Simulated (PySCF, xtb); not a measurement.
LiH, SMILES [LiH].

Harmonic wavenumbers (cm⁻¹) from GFN2-xTB run with xtb at its own minimum, in rising order: 1440.

**Question.** What does PySCF 2.14.0 with PBE0-D3(BJ)/def2-TZVPD give at its own minimum? (The exact figures need the calculation; the answer reports its results.)

**Answer.** 1416. Paired by order, the mean absolute difference is 24 cm⁻¹ and the zero-point energies are 2.1 and 2.0 kcal/mol.
